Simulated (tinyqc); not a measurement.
UHF in the sto-3g basis, for H2O, spin multiplicity 1, step by step. One step of it, computed by the program tinyqc.

Question. Iteration 2: building the Fock matrix. J_ij = sum D_kl (ij|kl) with D = D(alpha) + D(beta), K_ij = sum D_kl (ik|jl) for each spin; F = H + J - K(s); E = tr D H + tr D J / 2 - 0.5 sum_s tr D(s) K(s) + E_nn.

D(alpha) after iteration 1, order 1O 1s, 1O 2s, 1O 2px, 1O 2py, 1O 2pz, 2H 1s, 3H 1s:
```
[[1.060728, -0.264459, 0.000000, 0.000000, 0.009224, 0.014218, 0.014218],
 [-0.264459, 1.168289, 0.000000, 0.000000, -0.048654, -0.092897, -0.092897],
 [0.000000, 0.000000, 0.700017, -0.268913, 0.000000, 0.384475, -0.384475],
 [0.000000, 0.000000, -0.268913, 0.931440, 0.000000, -0.103315, 0.103315],
 [0.009224, -0.048654, 0.000000, 0.000000, 0.889461, 0.050779, 0.050779],
 [0.014218, -0.092897, 0.384475, -0.103315, 0.050779, 0.367426, -0.264682],
 [0.014218, -0.092897, -0.384475, 0.103315, 0.050779, -0.264682, 0.367426]]
```

D(beta) after iteration 1, order 1O 1s, 1O 2s, 1O 2px, 1O 2py, 1O 2pz, 2H 1s, 3H 1s:
```
[[1.060728, -0.264459, 0.000000, 0.000000, 0.009224, 0.014218, 0.014218],
 [-0.264459, 1.168289, 0.000000, 0.000000, -0.048654, -0.092897, -0.092897],
 [0.000000, 0.000000, 0.700017, 0.268913, 0.000000, -0.384475, 0.384475],
 [0.000000, 0.000000, 0.268913, 0.931440, 0.000000, -0.103315, 0.103315],
 [0.009224, -0.048654, 0.000000, 0.000000, 0.889461, 0.050779, 0.050779],
 [0.014218, -0.092897, -0.384475, -0.103315, 0.050779, 0.367426, -0.264682],
 [0.014218, -0.092897, 0.384475, 0.103315, 0.050779, -0.264682, 0.367426]]
```

core Hamiltonian H = T + V (hartree), order 1O 1s, 1O 2s, 1O 2px, 1O 2py, 1O 2pz, 2H 1s, 3H 1s:
```
[[-32.674347, -7.601782, 0.000000, 0.000000, -0.016761, -1.580779, -1.580779],
 [-7.601782, -9.292158, 0.000000, 0.000000, -0.199968, -3.474708, -3.474708],
 [0.000000, 0.000000, -7.422701, 0.000000, 0.000000, 0.000000, 0.000000],
 [0.000000, 0.000000, 0.000000, -7.570889, 0.000000, -1.969786, 1.969786],
 [-0.016761, -0.199968, 0.000000, 0.000000, -7.501178, -1.493385, -1.493385],
 [-1.580779, -3.474708, 0.000000, -1.969786, -1.493385, -4.899065, -1.361954],
 [-1.580779, -3.474708, 0.000000, 1.969786, -1.493385, -1.361954, -4.899065]]
```

Two-electron integrals (ij|kl) in chemists' order, unique and non-zero (hartree):
```
(11|11) 4.785065    (21|11) 0.741380    (21|21) 0.136873    (22|11) 1.118947
(22|21) 0.256633    (22|22) 0.817206    (31|31) 0.024477    (32|31) 0.037809
(32|32) 0.180518    (33|11) 1.115814    (33|21) 0.256684    (33|22) 0.817023
(33|33) 0.880159    (41|41) 0.024477    (42|41) 0.037809    (42|42) 0.180518
(43|43) 0.047444    (44|11) 1.115814    (44|21) 0.256684    (44|22) 0.817023
(44|33) 0.785270    (44|44) 0.880159    (51|51) 0.024477    (52|51) 0.037809
(52|52) 0.180518    (53|53) 0.047444    (54|54) 0.047444    (55|11) 1.115814
(55|21) 0.256684    (55|22) 0.817023    (55|33) 0.785270    (55|44) 0.785270
(55|55) 0.880159    (61|11) 0.155230    (61|21) 0.028414    (61|22) 0.052926
(61|33) 0.052824    (61|41) 0.001060    (61|42) 0.001983    (61|44) 0.053029
(61|51) 0.000772    (61|52) 0.001443    (61|54) 0.000149    (61|55) 0.052933
(61|61) 0.005976    (62|11) 0.375144    (62|21) 0.087107    (62|22) 0.306818
(62|33) 0.301626    (62|41) 0.005284    (62|42) 0.040258    (62|44) 0.311618
(62|51) 0.003846    (62|52) 0.029297    (62|54) 0.007272    (62|55) 0.306918
(62|61) 0.018432    (62|62) 0.142255    (63|31) 0.009144    (63|32) 0.053124
(63|43) 0.008379    (63|53) 0.006097    (63|63) 0.020346    (64|11) 0.217578
(64|21) 0.051178    (64|22) 0.192494    (64|33) 0.183747    (64|41) 0.011867
(64|42) 0.077062    (64|44) 0.206565    (64|51) 0.001981    (64|52) 0.017420
(64|54) 0.010508    (64|55) 0.186957    (64|61) 0.011311    (64|62) 0.108407
(64|64) 0.102013    (65|11) 0.158337    (65|21) 0.037243    (65|22) 0.140082
(65|33) 0.133717    (65|41) 0.001981    (65|42) 0.017420    (65|44) 0.138127
(65|51) 0.010586    (65|52) 0.065802    (65|54) 0.011588    (65|55) 0.148247
(65|61) 0.008231    (65|62) 0.078891    (65|64) 0.059431    (65|65) 0.063595
(66|11) 0.512616    (66|21) 0.120965    (66|22) 0.488364    (66|33) 0.468579
(66|41) 0.009564    (66|42) 0.100220    (66|44) 0.506986    (66|51) 0.006960
(66|52) 0.072932    (66|54) 0.027950    (66|55) 0.488919    (66|61) 0.025829
(66|62) 0.284139    (66|64) 0.247227    (66|65) 0.179913    (66|66) 0.774606
(71|11) 0.155230    (71|21) 0.028414    (71|22) 0.052926    (71|33) 0.052824
(71|41) -0.001060   (71|42) -0.001983   (71|44) 0.053029    (71|51) 0.000772
(71|52) 0.001443    (71|54) -0.000149   (71|55) 0.052933    (71|61) 0.005878
(71|62) 0.017824    (71|64) 0.009992    (71|65) 0.007966    (71|66) 0.024685
(71|71) 0.005976    (72|11) 0.375144    (72|21) 0.087107    (72|22) 0.306818
(72|33) 0.301626    (72|41) -0.005284   (72|42) -0.040258   (72|44) 0.311618
(72|51) 0.003846    (72|52) 0.029297    (72|54) -0.007272   (72|55) 0.306918
(72|61) 0.017824    (72|62) 0.114552    (72|64) 0.060269    (72|65) 0.061723
(72|66) 0.187001    (72|71) 0.018432    (72|72) 0.142255    (73|31) 0.009144
(73|32) 0.053124    (73|43) -0.008379   (73|53) 0.006097    (73|63) 0.015813
(73|73) 0.020346    (74|11) -0.217578   (74|21) -0.051178   (74|22) -0.192494
(74|33) -0.183747   (74|41) 0.011867    (74|42) 0.077062    (74|44) -0.206565
(74|51) -0.001981   (74|52) -0.017420   (74|54) 0.010508    (74|55) -0.186957
(74|61) -0.009992   (74|62) -0.060269   (74|64) -0.016399   (74|65) -0.031756
(74|66) -0.087498   (74|71) -0.011311   (74|72) -0.108407   (74|74) 0.102013
(75|11) 0.158337    (75|21) 0.037243    (75|22) 0.140082    (75|33) 0.133717
(75|41) -0.001981   (75|42) -0.017420   (75|44) 0.138127    (75|51) 0.010586
(75|52) 0.065802    (75|54) -0.011588   (75|55) 0.148247    (75|61) 0.007966
(75|62) 0.061723    (75|64) 0.031756    (75|65) 0.048562    (75|66) 0.110240
(75|71) 0.008231    (75|72) 0.078891    (75|74) -0.059431   (75|75) 0.063595
(76|11) 0.136092    (76|21) 0.031873    (76|22) 0.121275    (76|33) 0.118562
(76|44) 0.121093    (76|51) 0.002238    (76|52) 0.020049    (76|55) 0.124040
(76|61) 0.006667    (76|62) 0.055141    (76|64) 0.036332    (76|65) 0.034380
(76|66) 0.112572    (76|71) 0.006667    (76|72) 0.055141    (76|74) -0.036332
(76|75) 0.034380    (76|76) 0.026045    (77|11) 0.512616    (77|21) 0.120965
(77|22) 0.488364    (77|33) 0.468579    (77|41) -0.009564   (77|42) -0.100220
(77|44) 0.506986    (77|51) 0.006960    (77|52) 0.072932    (77|54) -0.027950
(77|55) 0.488919    (77|61) 0.024685    (77|62) 0.187001    (77|64) 0.087498
(77|65) 0.110240    (77|66) 0.323091    (77|71) 0.025829    (77|72) 0.284139
(77|74) -0.247227   (77|75) 0.179913    (77|76) 0.112572    (77|77) 0.774606
```

nuclear repulsion = 8.80019560 hartree

Give: Coulomb J; exchange K(alpha); exchange K(beta); F(alpha); F(beta); total energy of this density.

Answer.

Coulomb J (hartree), order 1O 1s, 1O 2s, 1O 2px, 1O 2py, 1O 2pz, 2H 1s, 3H 1s:
```
[[17.840, 3.377, 0.000, 0.000, 0.001, 0.701, 0.701],
 [3.377, 8.396, 0.000, 0.000, 0.043, 3.117, 3.117],
 [0.000, 0.000, 8.344, 0.000, 0.000, 0.000, 0.000],
 [0.000, 0.000, 0.000, 8.417, 0.000, 1.944, -1.944],
 [0.001, 0.043, 0.000, 0.000, 8.404, 1.430, 1.430],
 [0.701, 3.117, 0.000, 1.944, 1.430, 4.993, 1.228],
 [0.701, 3.117, 0.000, -1.944, 1.430, 1.228, 4.993]]
```

exchange K(alpha) (hartree), order 1O 1s, 1O 2s, 1O 2px, 1O 2py, 1O 2pz, 2H 1s, 3H 1s:
```
[[4.904, 0.838, 0.000, 0.000, 0.001, 0.182, 0.182],
 [0.838, 1.343, 0.000, 0.000, -0.018, 0.490, 0.490],
 [0.000, 0.000, 0.905, -0.076, 0.000, 0.085, -0.085],
 [0.000, 0.000, -0.076, 1.085, 0.000, 0.282, -0.282],
 [0.001, -0.018, 0.000, 0.000, 1.100, 0.212, 0.212],
 [0.182, 0.490, 0.085, 0.282, 0.212, 0.472, 0.135],
 [0.182, 0.490, -0.085, -0.282, 0.212, 0.135, 0.472]]
```

exchange K(beta) (hartree), order 1O 1s, 1O 2s, 1O 2px, 1O 2py, 1O 2pz, 2H 1s, 3H 1s:
```
[[4.904, 0.838, 0.000, 0.000, 0.001, 0.182, 0.182],
 [0.838, 1.343, 0.000, 0.000, -0.018, 0.490, 0.490],
 [0.000, 0.000, 0.905, 0.076, 0.000, -0.085, 0.085],
 [0.000, 0.000, 0.076, 1.085, 0.000, 0.282, -0.282],
 [0.001, -0.018, 0.000, 0.000, 1.100, 0.212, 0.212],
 [0.182, 0.490, -0.085, 0.282, 0.212, 0.472, 0.135],
 [0.182, 0.490, 0.085, -0.282, 0.212, 0.135, 0.472]]
```

F(alpha) (hartree), order 1O 1s, 1O 2s, 1O 2px, 1O 2py, 1O 2pz, 2H 1s, 3H 1s:
```
[[-19.739, -5.063, 0.000, 0.000, -0.017, -1.061, -1.061],
 [-5.063, -2.239, 0.000, 0.000, -0.139, -0.848, -0.848],
 [0.000, 0.000, 0.017, 0.076, 0.000, -0.085, 0.085],
 [0.000, 0.000, 0.076, -0.238, 0.000, -0.307, 0.307],
 [-0.017, -0.139, 0.000, 0.000, -0.197, -0.275, -0.275],
 [-1.061, -0.848, -0.085, -0.307, -0.275, -0.378, -0.269],
 [-1.061, -0.848, 0.085, 0.307, -0.275, -0.269, -0.378]]
```

F(beta) (hartree), order 1O 1s, 1O 2s, 1O 2px, 1O 2py, 1O 2pz, 2H 1s, 3H 1s:
```
[[-19.739, -5.063, 0.000, 0.000, -0.017, -1.061, -1.061],
 [-5.063, -2.239, 0.000, 0.000, -0.139, -0.848, -0.848],
 [0.000, 0.000, 0.017, -0.076, 0.000, 0.085, -0.085],
 [0.000, 0.000, -0.076, -0.238, 0.000, -0.307, 0.307],
 [-0.017, -0.139, 0.000, 0.000, -0.197, -0.275, -0.275],
 [-1.061, -0.848, 0.085, -0.307, -0.275, -0.378, -0.269],
 [-1.061, -0.848, -0.085, 0.307, -0.275, -0.269, -0.378]]
```

total energy of this density = -73.99036 hartree

This density is a damped mixture and is not idempotent.
